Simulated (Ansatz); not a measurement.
I need an active-space calculation of ClHOSi, SMILES O[Si]Cl. Use Ansatz 0.2.0 through its Python package. Level of theory: SC-NEVPT2, 6-31G* basis, multiplicity 1.

```xyz
4

O    -0.9172    0.4130   -0.2942
Si   -0.4125   -0.7831    0.6489
Cl    1.5892   -0.6682    0.3961
H    -0.2040    0.9781   -0.7711
```

Script `clhosi_cas.py`:
```python
# -*- coding: utf-8 -*-
import ansatz as az
from ase import Atoms

atoms = Atoms(["O", "Si", "Cl", "H"], positions=[
    (-0.9172, 0.413, -0.2942),
    (-0.4125, -0.7831, 0.6489),
    (1.5892, -0.6682, 0.3961),
    (-0.204, 0.9781, -0.7711),
])
geometry = az.Crystal.molecule_from_ase(atoms)

base = (
    geometry.calculation()
    .basis(gaussian="6-31G*")
    .correlation(active_electrons=6, active_orbitals=6)
)
for method in ["sc_nevpt2"]:
    report = (base if method is None else base.correlation(method)).run(threads=1).report
    space = report["configurations"]
    state = space["states"][0]
    print(method or "casscf", f"total {report['free_energy_ev'] / 27.211386246:.6f} Ha, active-space state {state['energy']['hartree']:.6f} Ha, mean field {report['reference_energy_ev'] / 27.211386246:.6f} Ha")
    print("  determinants", state["n_determinants"], " natural occupations", [round(n, 3) for n in space["natural_occupations"]])
print("effectively unpaired electrons, sum of min(n, 2 - n):", round(sum(min(n, 2 - n) for n in space["natural_occupations"]), 3))
```

`python clhosi_cas.py` gives:
```text
sc_nevpt2 total -824.257907 Ha, active-space state -823.986989 Ha, mean field -823.894622 Ha
  determinants 400  natural occupations [1.98, 1.976, 1.974, 0.027, 0.024, 0.02]
effectively unpaired electrons, sum of min(n, 2 - n): 0.142
```

Reading the output:
- Total energies depend on the basis set; only differences at equal settings carry meaning.
- The geometry is a force-field or estimated start, not a minimum of this method, and the basis set is short of its limit. The active space starts as a window about the frontier orbitals and is then optimised, not chosen by chemistry.
- Hardware and time: 2.8 s on 1 thread of Arm Neoverse V2, with other jobs on the host, peak memory 0.18 GiB.
